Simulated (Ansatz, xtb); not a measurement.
## AlH6PSi: which of two isomers lies lower

Structure a is `[SiH3][AlH][PH2]`, a singlet and structure b is `[AlH2][PH][SiH3]`, a singlet. Both are isolated molecules in the gas phase, relaxed with PBE0-D3(BJ)/def2-SVP; the shapes shown needn't be the lowest conformers.

a (Å):

```xyz
9

Al   -0.1108   -1.6739   -0.2825
P    -0.6799   -0.7528    1.7776
Si    1.5243   -0.5427   -1.7226
H     0.8779   -0.1301   -3.0123
H     2.0818    0.6917   -1.0827
H     2.6734   -1.4405   -2.0711
H    -0.7063   -3.1032   -0.6555
H    -2.0766   -1.0319    1.6755
H    -0.7676    0.5927    1.3086
```

b (Å):

```xyz
9

Al    0.6086    0.7525    0.5916
P     1.7017   -0.9679   -0.5079
Si   -0.1179   -1.8675   -1.4903
H    -0.3272    1.7084   -0.2657
H     0.8826    1.0024    2.1360
H     1.7766   -1.8543    0.6096
H     0.2301   -3.2181   -2.0244
H    -0.4851   -0.9632   -2.6199
H    -1.3140   -2.0173   -0.6009
```

Question: Estimate which is lower in electronic energy at CCSD(T)/def2-TZVP, and by roughly how much.

Answer: The CCSD(T)/def2-TZVP calculation puts structure b lower, by 5.6 kcal/mol.

Level by level:

| level | geometry | E(b) − E(a) (kcal/mol) | departure from the last row (kcal/mol) | job, with rough time for the two |
| --- | --- | --- | --- | --- |
| GFN2-xTB | GFN2-xTB | −18.6 | −13.0 | optimisation, 0.37 s |
| HF/STO-3G | GFN2-xTB | −2.5 | +3.1 | single point, 0.38 s |
| r2SCAN-D4/def2-SVP | GFN2-xTB | −3.3 | +2.3 | single point, 4 s |
| PBE0-D3(BJ)/def2-SVP | PBE0-D3(BJ)/def2-SVP | −4.3 | +1.3 | optimisation, 2.2 min |
| HF/def2-TZVP | PBE0-D3(BJ)/def2-SVP | −5.9 | −0.3 | part of the CCSD(T) run |
| MP2/def2-TZVP | PBE0-D3(BJ)/def2-SVP | −7.9 | −2.3 | part of the CCSD(T) run |
| CCSD(T)/def2-TZVP | PBE0-D3(BJ)/def2-SVP | −5.6 |  | single point, 44 s |

As drawn, b has 1 P–Si, 1 Al–H in place of 1 Al–Si, 1 P–H.

The levels shown agree on the order. The largest departure from CCSD(T)/def2-TZVP is that of GFN2-xTB, 13.0 kcal/mol.

With harmonic frequencies from PBE0-D3(BJ)/def2-SVP (ideal gas, rigid rotor, one conformer each, 298.15 K, 1 atm): on the last row, ΔE + ΔZPE = −5.6 kcal/mol. A mode under 50 cm⁻¹ makes harmonic enthalpies and free energies unreliable, so none is given.

The correlated steps freeze 15 core orbitals. Run with Ansatz 0.2.0, xtb 6.7.1; the last row on 1 thread of AMD EPYC 7R43 64-Core Processor (Zen 3) on a shared host.
